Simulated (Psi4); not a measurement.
**Si2H6O (disiloxane): M06-2X/cc-pVDZ**

Aim: the vertical singlet–triplet gap of Si2H6O (disiloxane) at M06-2X/cc-pVDZ, from 2 runs. 

The results are computed with Psi4 1.11.

## 1. The structure to begin with

Si2H6O has 9 atoms, charge 0, and is taken as a singlet. As SMILES, `[SiH3]O[SiH3]`. The coordinates come from a PBE0-D4/def2-TZVP relaxation.

Bond lengths: Si1–O2 1.634 Å, O2–Si3 1.634 Å, Si1–H4 1.487 Å, Si1–H5 1.483 Å, Si1–H6 1.487 Å, Si3–H7 1.483 Å, Si3–H8 1.486 Å, Si3–H9 1.487 Å. Some angles: Si1–O2–Si3 147.2°, O2–Si1–H4 110.2°, O2–Si1–H5 108.3°, O2–Si1–H6 110.2°, O2–Si3–H7 108.3°, O2–Si3–H8 110.2°, O2–Si3–H9 110.2°, H4–Si1–H5 109.6°, H4–Si1–H6 109.0°, H5–Si1–H6 109.6°.

## 2. Energy and forces at M06-2X/cc-pVDZ

File job.py:

```python
import psi4

psi4.set_memory('2200 MB')
psi4.set_num_threads(1)
psi4.set_output_file('run.log', False)

molecule = psi4.geometry("""
0 1
Si    -0.710290     1.052660    -0.919520
O      0.425550     0.090990    -0.245380
Si     0.775570    -1.038810     0.881750
H     -1.787270     0.226580    -1.525660
H     -0.060640     1.872420    -1.970220
H     -1.306170     1.942760     0.111330
H      2.224270    -1.343130     0.800010
H     -0.009310    -2.275600     0.628780
H      0.448290    -0.527870     2.238910
symmetry c1
no_reorient
no_com
""")

psi4.set_options({
    'basis': 'cc-pVDZ',
    'puream': True,
    'e_convergence': 1e-09,
    'd_convergence': 1e-08,
    'scf_type': 'pk',
    'dft_radial_points': 99,
    'dft_spherical_points': 590,
})

result, w = psi4.gradient('m06-2x', return_wfn=True)
psi4.oeprop(w, 'LOWDIN_CHARGES', 'MULLIKEN_CHARGES', 'MAYER_INDICES')
print('gradient / Eh bohr^-1')
print(result.np.round(6))
print(f'energy = {w.energy():.10f} Eh')
```

Command:

```sh
$ python job.py
```

run.log:

```text
[...]
  Running in c1 symmetry.
[...]
  Nuclear repulsion =  159.419028914662164
[...]
  Multiplicity = 1
[...]
  Nalpha       = 21
  Nbeta        = 21
[...]
    Number of basis functions: 80
[...]
   @RKS iter   1:  -657.67817329912452   -4.92608e-01   6.16084e-03 ADIIS/DIIS
[...]
   @RKS iter  10:  -657.77657165876428   -1.47793e-12   2.24813e-09 DIIS
[...]
    Orbital Energies [Eh]
    ---------------------
    Doubly Occupied:
       1A    -67.056195     2A    -67.056195     3A    -19.641377
       4A     -5.583561     5A     -5.583522     6A     -3.893487
       7A     -3.893482     8A     -3.891052     9A     -3.891049
      10A     -3.891024    11A     -3.891020    12A     -1.124246
      13A     -0.681076    14A     -0.578837    15A     -0.498342
      16A     -0.486044    17A     -0.485979    18A     -0.404735
      19A     -0.404246    20A     -0.367948    21A     -0.363781
[...]
  @RKS Final Energy:  -657.77657165876428
   => Energetics <=
    Nuclear Repulsion Energy =            159.4190289146621637
    One-Electron Energy =               -1226.6900950553845178
    Two-Electron Energy =                 434.5399994913094588
    DFT Exchange-Correlation Energy =     -25.0455050093514835
    Empirical Dispersion Energy =           0.0000000000000000
    VV10 Nonlocal Energy =                  0.0000000000000000
    Total Energy =                       -657.7765716587642828
[...]
 Multipole Moments:
 ------------------------------------------------------------------------------------
     Multipole            Electronic (a.u.)      Nuclear  (a.u.)        Total (a.u.)
 ------------------------------------------------------------------------------------
 L = 1.  Multiply by 2.5417464519 to convert [e a0] to [Debye]
 Dipole X            :         -7.3568062            7.2329078           -0.1238984
 Dipole Y            :         -1.5700007            1.5438684           -0.0261322
 Dipole Z            :          4.2456084           -4.1737814            0.0718270
 Magnitude           :                                                    0.1455776
[...]
  -Total Gradient:
     Atom            X                  Y                   Z
    ------   -----------------  -----------------  -----------------
       1        0.017699986537    -0.015109622585     0.010668109933
       2       -0.012957038419    -0.002780602724     0.007467144618
       3       -0.005621969854     0.017715746087    -0.017613330531
       4        0.001087406665     0.000759744769     0.000594001737
       5       -0.000500385478    -0.000774433689     0.000961248102
       6        0.000625760561    -0.000862223732    -0.000993150780
       7       -0.001288819425     0.000335552787     0.000005398901
       8        0.000755839015     0.001228708481     0.000192859515
       9        0.000339094474    -0.000458148549    -0.001334170671
[...]
  Mulliken Charges: (a.u.)
   Center  Symbol    Alpha    Beta     Spin     Total
       1    SI     6.74282  6.74282  0.00000  0.51435
       2     O     4.25652  4.25652  0.00000 -0.51304
       3    SI     6.74283  6.74283  0.00000  0.51435
       4     H     0.54449  0.54449  0.00000 -0.08898
       5     H     0.53979  0.53979  0.00000 -0.07959
       6     H     0.54463  0.54463  0.00000 -0.08926
       7     H     0.53979  0.53979  0.00000 -0.07959
       8     H     0.54449  0.54449  0.00000 -0.08898
       9     H     0.54463  0.54463  0.00000 -0.08926
   Total alpha = 21.00000, Total beta = 21.00000, Total charge = -0.00000
[...]
```

Standard output:

```text
gradient / Eh bohr^-1
[[ 1.7700e-02 -1.5110e-02  1.0668e-02]
 [-1.2957e-02 -2.7810e-03  7.4670e-03]
 [-5.6220e-03  1.7716e-02 -1.7613e-02]
 [ 1.0870e-03  7.6000e-04  5.9400e-04]
 [-5.0000e-04 -7.7400e-04  9.6100e-04]
 [ 6.2600e-04 -8.6200e-04 -9.9300e-04]
 [-1.2890e-03  3.3600e-04  5.0000e-06]
 [ 7.5600e-04  1.2290e-03  1.9300e-04]
 [ 3.3900e-04 -4.5800e-04 -1.3340e-03]]
energy = -657.7765716588 Eh
```

It took 59 s on 1 thread of Intel Xeon at 2.60GHz (Ice Lake), shared host; peak memory 1.7 GiB.

## 3. The triplet at the same level

File h6osi2.dat:

```
memory 2200 MB

molecule {
  0 3
  Si    -0.710290     1.052660    -0.919520
  O      0.425550     0.090990    -0.245380
  Si     0.775570    -1.038810     0.881750
  H     -1.787270     0.226580    -1.525660
  H     -0.060640     1.872420    -1.970220
  H     -1.306170     1.942760     0.111330
  H      2.224270    -1.343130     0.800010
  H     -0.009310    -2.275600     0.628780
  H      0.448290    -0.527870     2.238910
  units angstrom
  symmetry c1
  no_reorient
  no_com
}

set globals {
  reference            uks
  puream               true
  e_convergence        1e-09
  d_convergence        1e-08
  scf_type             pk
  dft_radial_points    99
  dft_spherical_points 590
  maxiter              100
}

e, wfn = gradient('m06-2x/cc-pVDZ', return_wfn=True)
oeprop(wfn, 'WIBERG_LOWDIN_INDICES', 'DIPOLE', 'QUADRUPOLE')
print_variables()
```

Command:

```sh
$ psi4 -n 1 h6osi2.dat h6osi2.out
```

h6osi2.out (excerpt; [...] marks lines left out):

```text
[...]
  Running in c1 symmetry.
[...]
  Nuclear repulsion =  159.419028914662164
[...]
  Multiplicity = 3
[...]
  Nalpha       = 22
  Nbeta        = 20
[...]
    Number of basis functions: 80
[...]
   @UKS iter   1:  -657.38006204558917   -1.94497e-01   6.18750e-03 ADIIS/DIIS
[...]
   @UKS iter  20:  -657.50241003098427   -9.54969e-12   5.56737e-09 DIIS
[...]
   @S^2 Observed:                2.008841246E+00
[...]
  @UKS Final Energy:  -657.50241003098427
   => Energetics <=
    Nuclear Repulsion Energy =            159.4190289146621637
    One-Electron Energy =               -1225.5951636979743853
    Two-Electron Energy =                 433.6674286994024783
    DFT Exchange-Correlation Energy =     -24.9937039470744935
    Empirical Dispersion Energy =           0.0000000000000000
    VV10 Nonlocal Energy =                  0.0000000000000000
    Total Energy =                       -657.5024100309840378
[...]
  -Total Gradient:
     Atom            X                  Y                   Z
    ------   -----------------  -----------------  -----------------
       1        0.045341402236    -0.053067521814     0.039420487772
       2       -0.036735525787    -0.007100324301     0.022062541982
       3       -0.030075211222     0.053061121656    -0.052024737408
       4        0.005403889744     0.005478189973    -0.001395516089
       5       -0.002020720336     0.002489616440    -0.001385355864
       6        0.004044236661     0.000383320534    -0.006115714948
       7        0.001217314530    -0.002063412479     0.002542834060
       8        0.007201091817     0.002956035704     0.000789246504
       9        0.005802318297    -0.002081701490    -0.003976974835
[...]
 Multipole Moments:
 ------------------------------------------------------------------------------------
[...]
```

It took 2 min on 1 thread of Intel Xeon at 2.60GHz (Ice Lake), shared host; peak memory 1.7 GiB.

## 4. Outcome

Level: M06-2X/cc-pVDZ.

```
                                        quantity          value
                           singlet: total energy  -657.77657 Eh
                          singlet: dipole moment         0.37 D
                            singlet: HOMO energy       -9.90 eV
                            singlet: LUMO energy        1.14 eV
                          singlet: HOMO–LUMO gap       11.04 eV
               singlet: largest force on an atom     1.317 eV/Å
                           triplet: total energy  -657.50241 Eh
                          triplet: dipole moment         0.74 D
     triplet: HOMO energy (highest over α and β)       -2.58 eV
                                   triplet: ⟨S²⟩          2.009
               triplet: largest force on an atom     4.122 eV/Å
vertical energy of the triplet above the singlet       7.460 eV
```

At this shape the triplet lies 7.46 eV (172 kcal/mol) above the singlet. The largest force (singlet) is 1.32 eV/Å: the shape isn't a stationary point for this species at this level. Mulliken charges (singlet) run from -0.51 on O2 to +0.51 on Si1.
